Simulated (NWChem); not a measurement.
System: hydrogen sulfide (H2S); SMILES S

Program: NWChem. The geometry was optimised at PBE-D3(BJ)/def2-SVP. Level: M05-2X/def2-SVP with COSMO at NWChem's default radii, gas-phase geometry; rows give the dielectric constant.

```csv
dielectric constant,electrostatic solvation energy (kcal/mol),dipole in solution (D)
1.5,-1.0,1.47
2.0,-1.5,1.54
3.9,-2.4,1.64
4.8,-2.5,1.67
46.7,-3.2,1.76
```
